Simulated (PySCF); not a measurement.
# Mayer bond orders and bond lengths

C6H8.
SMILES with atom numbers: `[CH2:1]1[C@H:2]2[CH2:3][C@H:4]3[C@@H:5]1[C@@H:6]23` (hydrogens: H7, H8 on C1; H9 on C2; H10, H11 on C3; H12 on C4; H13 on C5; H14 on C6)

Geometry (GFN2-xTB, Å), atoms numbered from 1 in this order:
```
atom  x, y, z in Å
C1     0.8297    0.6303    0.8819
C2     0.6618   -0.7362    0.2020
C3    -0.8398   -1.0154    0.3596
C4    -1.0383    0.1365   -0.6053
C5     0.0176    1.1773   -0.2750
C6     0.3580   -0.0036   -1.1349
H7     0.4234    0.7349    1.8888
H8     1.8576    0.9873    0.8611
H9     1.3934   -1.5240    0.3456
H10   -1.2575   -0.9219    1.3629
H11   -1.1391   -1.9664   -0.0767
H12   -1.9386    0.3833   -1.1428
H13   -0.0851    2.2102   -0.5629
H14    0.7562   -0.0928   -2.1265
```

Bond orders from the PBE0/pcSseg-1 density (PySCF). Geometry: GFN2-xTB; no solvent, vibrations or thermal averaging.

(1) How far do the computed orders between heavy atoms stray from the drawn ones?

(2) Give the Mayer order of every bond between heavy atoms, beside its length.

Answers

(1) The largest departure is 0.117, at C5–C6 (drawn single, 0.883) and C6–C4 (drawn single, 0.883).

(2) 
```json
{"bond": "C1–C2", "drawn as": "single", "length (Å)": "1.535", "Mayer order": "0.972"}
{"bond": "C2–C3", "drawn as": "single", "length (Å)": "1.535", "Mayer order": "0.972"}
{"bond": "C3–C4", "drawn as": "single", "length (Å)": "1.516", "Mayer order": "0.977"}
{"bond": "C4–C5", "drawn as": "single", "length (Å)": "1.519", "Mayer order": "0.931"}
{"bond": "C5–C6", "drawn as": "single", "length (Å)": "1.500", "Mayer order": "0.883"}
{"bond": "C5–C1", "drawn as": "single", "length (Å)": "1.516", "Mayer order": "0.977"}
{"bond": "C6–C2", "drawn as": "single", "length (Å)": "1.554", "Mayer order": "0.903"}
{"bond": "C6–C4", "drawn as": "single", "length (Å)": "1.500", "Mayer order": "0.883"}
```

By pair of heavy elements: C–C: lowest C5–C6 and C6–C4 (0.883, 1.500 Å), highest C3–C4 and C5–C1 (0.977, 1.516 Å); in 14 of the 28 pairs the longer bond (by over 0.003 Å) has the higher order (by 0.02 or more). Bonds named together lie within 0.004.

Task: And the bonds to hydrogen?

Result: C–H: 0.95 to 1.02 (8 bonds).

Task: Sum the orders of all bonds at each heavy atom with more than one neighbour and set the sums beside the valence in the SMILES.

Result: C1 3.852 (drawn 4), C2 3.835 (drawn 4), C3 3.852 (drawn 4), C4 3.780 (drawn 4), C5 3.780 (drawn 4), C6 3.688 (drawn 4). Orders between atoms that aren't bonded are not in these sums.

Mayer orders depend on the basis set.
